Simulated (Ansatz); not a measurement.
AlPO4 (P3₂21, No. 154), treated with LDA (Ansatz, an electronic-structure program, PAW).

Run with plane-wave cutoff 520 eV, 6×6×4 k mesh (along the axes of the cell as run), scalar-relativistic PAW data made under PBE.

Computed at the level's own relaxed cell.

```
AlO4P
1.0
    4.88387     0.00000     0.00000
   -2.44194     4.22956     0.00000
    0.00000     0.00000    10.84662
Al P O
3 3 12
Direct
  0.46125   0.00000   0.16667
  0.00000   0.46125   0.83333
  0.53875   0.53875   0.50000
  0.46031   0.00000   0.66667
  0.00000   0.46031   0.33333
  0.53969   0.53969   0.00000
  0.41492   0.30146   0.10586
  0.30146   0.41492   0.89414
  0.69854   0.11346   0.77253
  0.58508   0.88654   0.56081
  0.88654   0.58508   0.43919
  0.11346   0.69854   0.22747
  0.41079   0.26671   0.61988
  0.26671   0.41079   0.38012
  0.73329   0.14408   0.28655
  0.58921   0.85592   0.04679
  0.85592   0.58921   0.95321
  0.14408   0.73329   0.71345
```

**Question.** Give the elastic tensor (Voigt notation, GPa, ions relaxed, in the Cartesian axes of the cell as printed).

**Answer.** 
```
   59.5    12.7    12.2   -12.0     0.0     0.0
   12.7    59.5    12.2    12.0     0.0     0.0
   12.2    12.2    85.4     0.0     0.0     0.0
  -12.0    12.0     0.0    39.1     0.0     0.0
    0.0     0.0     0.0     0.0    39.1   -12.0
    0.0     0.0     0.0     0.0   -12.0    23.4
```

Note: the relaxation could not lower the start's symmetry, so the cell can be a saddle point above a distorted one.
